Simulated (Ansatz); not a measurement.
I need a geometry optimisation of C₄H₅ClO, SMILES ClC1=CCOC1. Use Ansatz 0.2.0 through its Python package. Level of theory: B3LYP, cc-pVDZ basis, multiplicity 1.

```xyz
11

Cl    2.4883    0.0661   -1.1987
C     0.9213    0.0334   -0.4589
C     0.6338   -0.4359    0.7404
C    -0.7111   -0.3046    1.0157
O    -1.3594    0.2724   -0.1781
C    -0.3064    0.5317   -1.1189
H     1.4131   -0.8454    1.4489
H    -1.2134   -1.2735    1.1769
H    -0.9850    0.3520    1.9169
H    -0.2701    1.5881   -1.3144
H    -0.5459   -0.0413   -2.0092
```

The script, `c4h5clo_opt.py`:
```python
# -*- coding: utf-8 -*-
"""Relax the C4H5ClO molecule."""

import ansatz as az
from ase import Atoms
import numpy as np

atoms = Atoms(["Cl", "C", "C", "C", "O", "C", "H", "H", "H", "H", "H"], positions=[
    (2.4883, 0.0661, -1.1987),
    (0.9213, 0.0334, -0.4589),
    (0.6338, -0.4359, 0.7404),
    (-0.7111, -0.3046, 1.0157),
    (-1.3594, 0.2724, -0.1781),
    (-0.3064, 0.5317, -1.1189),
    (1.4131, -0.8454, 1.4489),
    (-1.2134, -1.2735, 1.1769),
    (-0.985, 0.352, 1.9169),
    (-0.2701, 1.5881, -1.3144),
    (-0.5459, -0.0413, -2.0092),
])
c4h5clo = az.Crystal.molecule_from_ase(atoms)

calculation = (
    c4h5clo.calculation()
    .basis(gaussian="cc-pVDZ")
    .functional("b3lyp")
)
symbols = [site.symbol for site in c4h5clo.cartesian_sites]
start = np.array([site.position_ang for site in c4h5clo.cartesian_sites], dtype=float)
summary = calculation.relax(force_tolerance=0.005, max_steps=100).run(threads=1).report
end = np.array(summary["positions_ang"])

for key in ("converged", "free_energy_ev", "reference_energy_ev", "n_frozen", "n_occupied", "n_virtual"):
    print(f"{key:22s} {summary[key]}")

print("final positions (A) and the move of each atom")
for symbol, xyz, old in zip(symbols, end, start):
    print(f"{symbol:2s} {xyz[0]:10.5f} {xyz[1]:10.5f} {xyz[2]:10.5f}   {np.linalg.norm(xyz - old):7.4f}")
with open("c4h5clo_opt.xyz", "w") as handle:
    handle.write(f"{len(symbols)}\nrelaxed C4H5ClO\n")
    handle.writelines(f"{s:2s} {x:11.6f} {y:11.6f} {z:11.6f}\n" for s, (x, y, z) in zip(symbols, end))
```

Running `python c4h5clo_opt.py` prints:
```text
converged              True
free_energy_ev         -18798.870086266656
reference_energy_ev    -18798.870086266656
n_frozen               0
n_occupied             [27, 27]
n_virtual              [86, 86]
final positions (A) and the move of each atom
Cl    2.47987    0.11409   -1.26343    0.0810
C     0.94572    0.02691   -0.44969    0.0269
C     0.69291   -0.44684    0.77003    0.0670
C    -0.78084   -0.30925    1.03358    0.0721
O    -1.33510    0.28077   -0.15017    0.0380
C    -0.31322    0.51986   -1.11274    0.0150
H     1.41284   -0.86496    1.47201    0.0303
H    -1.26652   -1.28675    1.22511    0.0729
H    -0.99208    0.33858    1.90765    0.0178
H    -0.25268    1.59797   -1.35977    0.0496
H    -0.52569   -0.02738   -2.05197    0.0493
```

`c4h5clo_opt.xyz`, as written:
```text
11
relaxed C4H5ClO
Cl    2.479867    0.114086   -1.263430
C     0.945725    0.026910   -0.449693
C     0.692911   -0.446837    0.770035
C    -0.780842   -0.309250    1.033576
O    -1.335104    0.280775   -0.150172
C    -0.313223    0.519858   -1.112740
H     1.412843   -0.864960    1.472006
H    -1.266522   -1.286752    1.225107
H    -0.992083    0.338580    1.907653
H    -0.252675    1.597966   -1.359770
H    -0.525695   -0.027375   -2.051971
```

Reading the output:
- Total energies depend on the basis set; only differences at equal settings carry meaning.
- The end point is the stationary point reached from this start; no frequency run checks that it is a minimum, and the basis set is modest.
- b3lyp holds the VWN-RPA fit, as in Gaussian; the form of ORCA and Turbomole is b3lyp5.
- Finished in 47 s on 1 thread of Arm Neoverse V2 (shared host), peak memory 0.34 GiB.
